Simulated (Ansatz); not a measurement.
Basis-set extrapolation for C$_{2}$H$_{5}$NO$_{2}$ (`N=C(O)CO`) (PBE0-D4/def2-TZVP geometry, frozen core, the Gaussian-basis code of Ansatz). Multiplicity 1, RHF reference.

```json
{"": "HF", "def2-TZVPP": "-282.931830", "def2-QZVPP": "-282.944939"}
{"": "MP2 correlation", "def2-TZVPP": "-1.006916", "def2-QZVPP": "-1.081690"}
{"": "CCSD(T) correlation", "def2-TZVPP": "-1.069634", "def2-QZVPP": "not run"}
```

Energies in hartree. Use E(X) = E(∞) + A·exp(−7.88·√X) for Hartree–Fock and E(X) = E(∞) + B·X^(−2.97) for correlation, with X = 3 and 4, and add CCSD(T) minus MP2 of the smaller set to the MP2 limit.

Task: What is the CCSD(T) energy at the basis-set limit?

Result: HF limit: -282.944939 + (-0.013109) × 0.13774 = -282.94674. MP2 limit: -1.081690 + (-0.074774) × 0.74074 = -1.13708. Higher-order term: -1.069634 − (-1.006916) = -0.06272. Total: -284.14654 hartree, 380.9 kJ/mol below CCSD(T)/def2-TZVPP.
